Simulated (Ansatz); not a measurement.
Chalcopyrite CdSnAs2 was calculated with r²SCAN (Ansatz, a quantum-chemistry and plane-wave program, plane waves, PAW).

Run with plane-wave cutoff 560 eV, 8×8×8 k mesh, Fermi–Dirac smearing 0.01 eV, scalar-relativistic PAW data made under PBE.

Results at a series of volumes:

```
V (Å³/atom)  E − E_lowest (meV/atom)  P (GPa)
-----------  -----------------------  -------
27.232                          8.43    2.472
27.800                          2.03    1.166
28.367                          0.00    0.002
28.934                          1.88   -1.043
29.502                          7.26   -1.976
```

Task: Estimate the bulk modulus from the pressures at 27.800 and 28.934 Å³/atom, and compare it with a fit to all energies.

Result: B = −V dP/dV. Between V = 27.800 and 28.934 Å³/atom, dP/dV = (-1.043 − (1.166))/(28.934 − 27.800) = -1.95 GPa per Å³/atom; at the midpoint 28.367 Å³/atom this gives B ≈ 55.3 GPa. The third-order Birch–Murnaghan fit gives V0 = 28.368 Å³/atom, B0 = 55.1 GPa, B′ = 4.5, which lies within 1 % of that estimate.

Shape and atoms are relaxed at each volume.

Note: the gap of the solid is closed in this run; the relaxation could not lower the start's symmetry, so the cell can be a saddle point above a distorted one; this level leaves the solid without a gap, although one is measured; the bulk modulus comes from volumes at which shape and atoms were relaxed.

Spin–orbit coupling is not included; it can open a gap where bands touch, and shift volumes and moduli.

Static lattice: no zero-point or thermal effects.
